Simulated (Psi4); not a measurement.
# [NO2]+ (SMILES O=[N+]=O): CCSD(T)/STO-3G (sweep point 1)

Aim: the vertical electron affinity of [NO2]+ at CCSD(T)/STO-3G (sweep point 1), from 2 runs. 

Program for the calculation: Psi4 1.11.

## (1) The molecule

[NO2]+: 3 atoms, total charge +1, spin state singlet. SMILES: `O=[N+]=O`. The shape is that of a GFN2-xTB optimisation.

Bond lengths: O1–N2 1.091 Å, N2–O3 1.091 Å. Angles: O1–N2–O3 180.0°.

## (2) A single-point energy at CCSD(T)/STO-3G (sweep point 1)

job.dat

```
memory 1.6 GB

molecule {
  1 1
  O     -0.563200     0.911190    -0.206000
  N     -0.000010    -0.000010     0.000000
  O      0.563210    -0.911180     0.206000
  symmetry c1
}

set basis STO-3G
set puream true
set scf_type pk
set num_frozen_docc 3

energy_value, wavefunction = energy('ccsd(t)', return_wfn=True)
```

Run with:

```bash
$ psi4 job.dat job.out -n 1
```

job.out:

```text
[...]
  Running in c1 symmetry.
[...]
  Nuclear repulsion =   69.856929363039370
[...]
  Multiplicity = 1
[...]
  Nalpha       = 11
  Nbeta        = 11
[...]
    Number of basis functions: 15
[...]
   @RHF iter   1:  -200.72868531826347    1.21866e-01   3.92041e-02 ADIIS/DIIS
[...]
   @RHF iter   9:  -200.90314105874560   -2.44427e-12   4.53841e-09 DIIS
[...]
    Orbital Energies [Eh]
    ---------------------
    Doubly Occupied:
       1A    -21.029827     2A    -21.029774     3A    -16.330787
       4A     -2.157216     5A     -2.012028     6A     -1.241120
       7A     -1.241120     8A     -1.232695     9A     -1.128025
      10A     -0.882057    11A     -0.882057
[...]
  @RHF Final Energy:  -200.90314105874560
   => Energetics <=
    Nuclear Repulsion Energy =             69.8569293630393702
    One-Electron Energy =                -403.1867312689615233
    Two-Electron Energy =                 132.4266608471765778
    Total Energy =                       -200.9031410587456037
[...]
 Multipole Moments:
 ------------------------------------------------------------------------------------
     Multipole            Electronic (a.u.)      Nuclear  (a.u.)        Total (a.u.)
 ------------------------------------------------------------------------------------
 L = 1.  Multiply by 2.5417464519 to convert [e a0] to [Debye]
 Dipole X            :         -0.0000150            0.0000001           -0.0000149
 Dipole Y            :          0.0000007           -0.0000000            0.0000007
 Dipole Z            :         -0.0000118            0.0000000           -0.0000117
 Magnitude           :                                                    0.0000190
[...]
      * MP2 total energy                      = -201.170449544437247
[...]
      * CCSD total energy                     = -201.142827973836063
[...]
      * CCSD(T) total energy                  = -201.166589412291842
[...]
```

Wall time 1.3 s (1 thread of Intel Xeon 6975P-C (Granite Rapids), shared host); peak memory 0.18 GiB.

## (3) Doublet neutral NO2 at the same level

no2.dat

```
memory 1600 MB

molecule molecule1 {
  0 2
  O     -0.563200     0.911190    -0.206000
  N     -0.000010    -0.000010     0.000000
  O      0.563210    -0.911180     0.206000
  units angstrom
  symmetry c1
}

set {
  reference       uhf
  puream          true
  scf_type        pk
  num_frozen_docc 3
  maxiter         150
}

e_tot, wfn = energy('ccsd(t)/STO-3G', return_wfn=True)
```

Run with:

```bash
$ psi4 no2.dat no2.out -n 1
```

no2.out:

```text
[...]
  Running in c1 symmetry.
[...]
  Nuclear repulsion =   69.856929363039370
[...]
  Multiplicity = 2
[...]
  Nalpha       = 12
  Nbeta        = 11
[...]
    Number of basis functions: 15
[...]
   @UHF iter   1:  -201.01726909665496   -1.66718e-01   2.92813e-02 DIIS/ADIIS
[...]
   @UHF iter  13:  -201.11911800554174    1.42109e-13   9.88585e-09 DIIS
[...]
   @S^2 Observed:                7.534999244E-01
[...]
    Orbital Energies [Eh]
    ---------------------
    Alpha Occupied:
       1A    -20.415058     2A    -20.415038     3A    -15.696670
       4A     -1.673201     5A     -1.512179     6A     -0.846598
       7A     -0.806455     8A     -0.767251     9A     -0.667632
      10A     -0.546380    11A     -0.411206    12A     -0.221085
    Alpha Virtual:
      13A      0.276563    14A      0.583944    15A      1.403357
    Beta Occupied:
       1A    -20.406471     2A    -20.406425     3A    -15.677797
[...]
  @UHF Final Energy:  -201.11911800554174
   => Energetics <=
    Nuclear Repulsion Energy =             69.8569293630393702
    One-Electron Energy =                -414.7244296314530629
    Two-Electron Energy =                 143.7483822628719281
    Total Energy =                       -201.1191180055417362
  UHF NO Occupations:
  HONO-2 :   10  A 1.9997439
  HONO-1 :   11  A 1.9986279
[...]
 Multipole Moments:
 ------------------------------------------------------------------------------------
     Multipole            Electronic (a.u.)      Nuclear  (a.u.)        Total (a.u.)
 ------------------------------------------------------------------------------------
 L = 1.  Multiply by 2.5417464519 to convert [e a0] to [Debye]
 Dipole X            :          0.0000095            0.0000001            0.0000096
 Dipole Y            :         -0.0000001           -0.0000000           -0.0000001
 Dipole Z            :         -0.0000152            0.0000000           -0.0000152
 Magnitude           :                                                    0.0000180
[...]
      * MP2 total energy                      = -201.274875733186605
[...]
      * CCSD total energy                     = -201.281702075301126
[...]
      * CCSD(T) total energy                     = -201.292388139799755
[...]
```

Wall time 1.2 s (1 thread of Intel Xeon 6975P-C (Granite Rapids), shared host); peak memory 0.18 GiB.

## (4) What came out

At CCSD(T)/STO-3G (sweep point 1), 3 core orbitals frozen:

| quantity | value |
| --- | --- |
| singlet [NO2]+: total energy | -201.16659 Eh |
| singlet [NO2]+: HOMO energy (Hartree–Fock orbitals) | -24.00 eV |
| singlet [NO2]+: LUMO energy (Hartree–Fock orbitals) | -5.70 eV |
| singlet [NO2]+: HOMO–LUMO gap (Hartree–Fock orbitals) | 18.30 eV |
| singlet [NO2]+: correlation energy (3 core orbitals frozen) | -263.4 mEh |
| singlet [NO2]+: (T) correction | -23.76 mEh |
| singlet [NO2]+: T1 diagnostic | 0.019 |
| doublet neutral NO2: total energy | -201.29239 Eh |
| doublet neutral NO2: HOMO energy (Hartree–Fock orbitals) (highest over α and β) | -6.02 eV |
| doublet neutral NO2: LUMO energy (Hartree–Fock orbitals) (lowest over α and β) | 7.53 eV |
| doublet neutral NO2: correlation energy (3 core orbitals frozen) | -173.3 mEh |
| doublet neutral NO2: (T) correction | -10.69 mEh |
| doublet neutral NO2: ⟨S²⟩ of the reference determinant | 0.753 |
| doublet neutral NO2: T1 diagnostic | 0.021 |
| vertical electron affinity (to the doublet neutral) | 3.423 eV |

At fixed nuclei the extra electron is bound by 3.42 eV (330 kJ/mol). In a minimal basis such a difference can be off by several eV, whatever the method. The triples (singlet [NO2]+) make up 9.0 % of the correlation energy. The triples (doublet neutral NO2) make up 6.2 % of the correlation energy.
